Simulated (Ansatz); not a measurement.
Total energies of the cluster Si₂S⁺ (the lowest doublet isomer of a short search) from Ansatz at r2SCAN-D4/def2-TZVP, gas phase (1 Eh = 27.2114 eV = 2625.5 kJ/mol). The reference geometry is relaxed at PBE-D4/def2-TZVP.

Cartesian coordinates in Å:
```
Si -0.9170 0.2503 -1.0335
Si 1.3399 -0.4196 -0.0189
S -0.4229 0.1693 1.0524
```

| state | geometry | energy (Eh) |
| --- | --- | --- |
| charge 1 doublet | reference | -976.81503 |
| charge 0 singlet | reference | -977.09910 |
| charge 1 quartet | relaxed at PBE-D4/def2-TZVP | -976.73757 |

Task: Work out the vertical electron affinity, to the singlet.

Result: E(charge 1 doublet) − E(charge 0 singlet) = -976.81503 − (-977.09910) = 0.28407 Eh = 7.73 eV.

Task: Which of the charge 1 states is lowest, and how far above it are the others?

Result: The doublet. quartet: -976.73757 − (-976.81503) = 0.07746 Eh = 203.4 kJ/mol.

The structure comes from a short search, and lower isomers may exist.
